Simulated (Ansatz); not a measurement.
Input for Ansatz (an electronic-structure program): R-B97M-V/def2-TZVPPD on H2O (SMILES O). Files ending in .json are basis or fitting sets from the Basis Set Exchange.

Ansatz 0.2 input:
```yaml
crystal:
  periodic: [false, false, false]
  atoms:
    - {symbol: O, position_ang: [0.00000000, 0.00000000, -0.06555155]}
    - {symbol: H, position_ang: [0.00000000, -0.75670946, 0.52017534]}
    - {symbol: H, position_ang: [0.00000000, 0.75670946, 0.52017534]}
basis:
  gaussian:
    orbitals: def2-TZVPPD.json
hamiltonian:
  xc: {name: B97M-V}
scf: {lower_state_search: off}
```

The log:

```
WARN ansatz: RAYON_NUM_THREADS=1 ignored (pool sized by the plan → 1); use --threads N
Functional definition: B97M-V
these checks for a lower state are left out or cut short: stability, starts, cluster_reference, orbital_swaps, neighbouring_geometries, increment
integrals: 0.01 GiB planned
302 factors; their error is unknown
mean field: 0.14 GiB planned
mean field evaluation 1: about -2075.4003 eV, gradient 5.3e1 eV
mean field evaluation 2: about -2061.1155 eV, gradient 9.9e1 eV
mean field evaluation 4: about -2080.0153 eV, gradient 7.7e-1 eV
mean field evaluation 8: about -2080.0167 eV, gradient 2.1e-2 eV
mean field -2080.01669979 eV, -76.4392038313 hartree, gradient 9.9e-6 eV, S^2 0.000000; 0 other end points of the search recorded, 0 dependent functions left out
reference -2080.01675744 eV, -76.4392059498 hartree; 5, 5 occupied and 69, 69 virtual orbitals, 302 factors
Total energy: -2080.01675744 eV, -76.4392059498 hartree
Checks for a lower state left out: stability, starts, cluster_reference, orbital_swaps, neighbouring_geometries, increment
```

The calculation finished and met its thresholds.

Cost: roughly 0.6 core-seconds.
